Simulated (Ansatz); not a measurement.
**AlNH₄: up Jacob's ladder to CCSD(T)**

How much do the methods differ for AlNH₄? The plan is to run it at one geometry with functionals of several rungs and with coupled cluster. The yardstick is the atomisation energy at the CCSD(T) limit.

Method: functionals in def2-TZVPP, the program's frozen cores in correlated methods; program: Ansatz 0.2.0, Gaussian basis.

Levels to be run: LDA (SPW92), PBE-D4, revPBE-D4, BLYP-D4, r2SCAN-D4, B97M-V, PBE0-D4, B3LYP-D4, r2SCANh-D4, r2SCAN0-D4, HSE06-D4, BHLYP-D4, CAM-B3LYP-D4, LC-ωPBE, ωB97X-V, ωB97M-V, B2PLYP, PBE-QIDH; CCSD(T)/def2-SVP; CCSD(T)/def2-TZVPP; CCSD(T)/def2-QZVPP; extrapolation to the limit; RPA on PBE.

**1. Structure used throughout**

All runs share one geometry, relaxed beforehand with PBE0-D4 in a triple-zeta def2 set.

SMILES `[NH2][AlH2]`, 6 atoms, charge 0, spin multiplicity 1.

Atoms are counted from 1 here; the program's logs count them from 0.

Bond lengths: N1–Al2 1.766 Å, N1–H3 1.007 Å, N1–H4 1.007 Å, Al2–H5 1.583 Å, Al2–H6 1.583 Å. Angles: Al2–N1–H3 124.9°, Al2–N1–H4 124.9°, H3–N1–H4 110.2°, N1–Al2–H5 117.9°, N1–Al2–H6 117.9°, H5–Al2–H6 124.3°.

As a file:

```
N     0.0502   -0.9436    0.0780
Al   -0.0312    0.8134   -0.0834
H     0.2858   -1.5801   -0.6662
H    -0.1323   -1.4531    0.9275
H     0.2888    1.4422   -1.5009
H    -0.4193    1.6574    1.1989
```

**2. LDA**

This LDA is Slater exchange with PW92 correlation.

The input, in.yaml:

```yaml
crystal:
  periodic: [false, false, false]
  atoms:
    - {symbol: N, position_ang: [0.050204, -0.943619, 0.077987]}
    - {symbol: Al, position_ang: [-0.031150, 0.813368, -0.083396]}
    - {symbol: H, position_ang: [0.285838, -1.580129, -0.666210]}
    - {symbol: H, position_ang: [-0.132347, -1.453084, 0.927470]}
    - {symbol: H, position_ang: [0.288810, 1.442194, -1.500909]}
    - {symbol: H, position_ang: [-0.419256, 1.657369, 1.198858]}
basis:
  gaussian: {orbitals: def2-TZVPP}
hamiltonian: {xc: lda}
output: {orbitals: {seedname: orbitals}}
```

Run with:

```
ansatz run in.yaml --threads 2 --pin off --events-out ev --progress --plain --max-ram 32768MiB --backend cpu
```

After this run come: PBE-D4 (GGA); revPBE-D4 (GGA); BLYP-D4 (GGA); r2SCAN-D4 (meta-GGA); B97M-V (meta-GGA); B3LYP-D4 (hybrid); r2SCANh-D4 (hybrid); r2SCAN0-D4 (hybrid); HSE06-D4 (hybrid); BHLYP-D4 (hybrid); CAM-B3LYP-D4 (range-separated); LC-ωPBE (range-separated); ωB97X-V (range-separated); ωB97M-V (range-separated); B2PLYP (double hybrid); PBE-QIDH (double hybrid); CCSD(T) in def2-SVP; CCSD(T) in def2-TZVPP; CCSD(T) in def2-QZVPP; RPA on PBE orbitals.

**Question.** What will the summary of the whole plan be? Wanted: atomisation energy, CCSD(T)/CBS; farthest beyond LDA; mean size of error, GGA; mean size of error, meta-GGA; mean size of error, hybrid; mean size of error, range-separated; mean size of error, double hybrid; gap, smallest and largest; T1 diagnostic.

The runs gave:

| quantity | value |
| --- | --- |
| atomisation energy, CCSD(T)/CBS | 1769.2 kJ/mol |
| functionals within 8.8 kJ/mol (0.5 %) | BLYP-D4, B3LYP-D4, ωB97X-V, ωB97M-V |
| farthest beyond LDA | revPBE-D4 (-43.7 kJ/mol) |
| mean size of error, GGA | 18.3 kJ/mol |
| mean size of error, meta-GGA | 17.9 kJ/mol |
| mean size of error, hybrid | 30.0 kJ/mol |
| mean size of error, range-separated | 11.1 kJ/mol |
| mean size of error, double hybrid | 31.1 kJ/mol |
| gap, smallest and largest | 4.81 eV (BLYP-D4), 11.82 eV (LC-ωPBE) |
| T1 diagnostic | 0.0111 |
| triples share of the correlation energy | 3.1 % |

In words: LDA overbinds by 192.2 kJ/mol (11 %). PBE-D4 misses by -10.0 kJ/mol. Double hybrids carry the basis error of their MP2 part in triple zeta, and no dispersion term here, so their miss is partly the set-up's. Taken by rung, range-separated functionals do best (11.1 kJ/mol on average) and double hybrid ones worst beyond LDA (31.1 kJ/mol). Misses under about 8.8 kJ/mol are within the doubt on the reference itself, which lacks core-valence correlation, relativity and higher excitations. Hartree-Fock recovers 71 % of the binding; the rest is correlation. CCSD(T) in def2-SVP is off by -129.7 kJ/mol, worse than the median functional, from the basis alone. Orbital gaps span 4.8 to 11.8 eV; exact exchange widens them.
